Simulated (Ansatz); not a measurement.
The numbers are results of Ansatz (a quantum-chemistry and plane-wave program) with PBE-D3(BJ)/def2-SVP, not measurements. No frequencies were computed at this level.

Ansatz 0.2 input:
```yaml
crystal:
  periodic: [false, false, false]
  atoms:
    - { symbol: S, position_ang: [0.665238, -0.000003, -0.000002] }
    - { symbol: H, position_ang: [-0.665238, 0.000003, 0.000002] }
basis:
  gaussian: { orbitals: def2-svp }
hamiltonian:
  xc: pbe
  dispersion: d3bj
relax:
  max_steps: 150
magnetization:
  spin_polarized: true
  initial_magnetization: 1
```

Output:

```
Functional definition: PBE
222 factors; integrals over basis functions are off by at most 1.8e-4 eV
mean field evaluation 1: about -10841.7953 eV, gradient 5.6e0 eV
mean field evaluation 2: about -10841.9290 eV, gradient 3.7e0 eV
mean field evaluation 4: about -10842.0042 eV, gradient 1.0e-1 eV
mean field evaluation 8: about -10842.0034 eV, gradient 4.3e-4 eV
mean field evaluation 16: about -10842.0034 eV, gradient 3.7e-5 eV
mean field -10842.00335954 eV, -398.4362744891 hartree, gradient 5.0e-5 eV, S^2 0.752429; 1 other end points of the search recorded, 0 dependent functions left out
reference -10842.00337429 eV, -398.4362750315 hartree; 9, 8 occupied and 14, 15 virtual orbitals, 222 factors
relax step   1: F+E_penalty+E_count = -10842.01328292 eV  Δ(F+E_penalty+E_count) = +0.000e0 eV  max|allowed force component| = 9.606e-1 eV/Å  Δτ_max = 0.0000 Å  (37 SCF iters, accepted)
these checks for a lower state are left out or cut short: starts, cluster_reference, orbital_swaps, neighbouring_geometries, increment
222 factors; integrals over basis functions are off by at most 1.9e-4 eV
mean field -10842.01736915 eV, -398.4367893331 hartree, gradient 2.9e-5 eV, S^2 0.752451; 0 other end points of the search recorded, 0 dependent functions left out
reference -10842.01738386 eV, -398.4367898736 hartree; 9, 8 occupied and 14, 15 virtual orbitals, 222 factors
relax step   2: F+E_penalty+E_count = -10842.02729154 eV  Δ(F+E_penalty+E_count) = -1.401e-2 eV  max|allowed force component| = 3.675e-1 eV/Å  Δτ_max = 0.0106 Å  (21 SCF iters, accepted)
these checks for a lower state are left out or cut short: starts, cluster_reference, orbital_swaps, neighbouring_geometries, increment
222 factors; integrals over basis functions are off by at most 1.9e-4 eV
mean field evaluation 32: about -10842.0200 eV, gradient 1.5e-5 eV
mean field -10842.01998545 eV, -398.4368854803 hartree, gradient 1.5e-5 eV, S^2 0.752467; 0 other end points of the search recorded, 0 dependent functions left out
reference -10842.02000012 eV, -398.4368860192 hartree; 9, 8 occupied and 14, 15 virtual orbitals, 222 factors
relax step   3: F+E_penalty+E_count = -10842.02990735 eV  Δ(F+E_penalty+E_count) = -2.616e-3 eV  max|allowed force component| = 1.733e-2 eV/Å  Δτ_max = 0.0069 Å  (23 SCF iters, accepted)
these checks for a lower state are left out or cut short: starts, cluster_reference, orbital_swaps, neighbouring_geometries, increment
222 factors; integrals over basis functions are off by at most 1.9e-4 eV
mean field -10842.01999159 eV, -398.4368857058 hartree, gradient 2.6e-5 eV, S^2 0.752468; 0 other end points of the search recorded, 0 dependent functions left out
reference -10842.02000625 eV, -398.4368862446 hartree; 9, 8 occupied and 14, 15 virtual orbitals, 222 factors
relax step   4: F+E_penalty+E_count = -10842.02991346 eV  Δ(F+E_penalty+E_count) = -6.115e-6 eV  max|allowed force component| = 1.778e-4 eV/Å  Δτ_max = 0.0003 Å  (17 SCF iters, accepted)
222 factors; integrals over basis functions are off by at most 1.9e-4 eV
mean field -10842.01999159 eV, -398.4368857058 hartree, gradient 2.6e-5 eV, S^2 0.752468; 2 other end points of the search recorded, 0 dependent functions left out
reference -10842.02000625 eV, -398.4368862446 hartree; 9, 8 occupied and 14, 15 virtual orbitals, 222 factors
Total energy: -10842.02992812 eV, -398.4372508667 hartree
Atom 0 at     0.683094    -0.000003    -0.000002 Å, force     0.000178    -0.000000    -0.000000 eV/Å
Atom 1 at    -0.683094     0.000003     0.000002 Å, force    -0.000178     0.000000     0.000000 eV/Å
Dipole moment:    -0.205803     0.000001     0.000001 e Å
```

Cost: around 3.0 core-seconds (rough).
